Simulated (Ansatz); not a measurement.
A structure of InP relaxed with PBEsol (plane waves to 420 eV, PAW, scalar-relativistic; Ansatz, an electronic-structure program); single points at other levels follow on the same geometry (Ansatz, PAW; HSE06 at 420 eV on a 6×6×6 k-mesh; no spin-orbit coupling). Space group F-43m (No. 216).

```
InP
1.0
    0.00000     2.93934     2.93934
    2.93934     0.00000     2.93934
    2.93934     2.93934     0.00000
In P
1 1
Direct
  0.25000   0.25000   0.25000
  0.00000   0.00000   0.00000
```

```json
[
 {"level": "PBEsol", "gap (eV)": "0.57", "kind": "direct", "conduction minimum": "Γ"},
 {"level": "HSE06", "gap (eV)": "…", "kind": "–", "conduction minimum": "…"}
]
```

Problem. Complete the blanks.

Solution. 
- HSE06, gap (eV): 1.44
- HSE06, conduction minimum: Γ

No spin polarisation in the result.

Measured for InP: a 5.858 Å (static lattice; corrected from measurement; as listed in Daniel Mejia-Rodriguez, S. B. Trickey, Phys. Rev. B (2018)); gap 1.47 eV (static lattice; corrected from measurement; as listed in Wei Chen et al., Physical Review Materials (2018)). Computed minus measured — a: PBEsol +0.4 %; gap: PBEsol -0.90 eV, HSE06 -0.03 eV. The computed values are for a static lattice, and a measured gap can be an optical one, lowered by exciton binding.

The run could not lose the symmetry of its start.
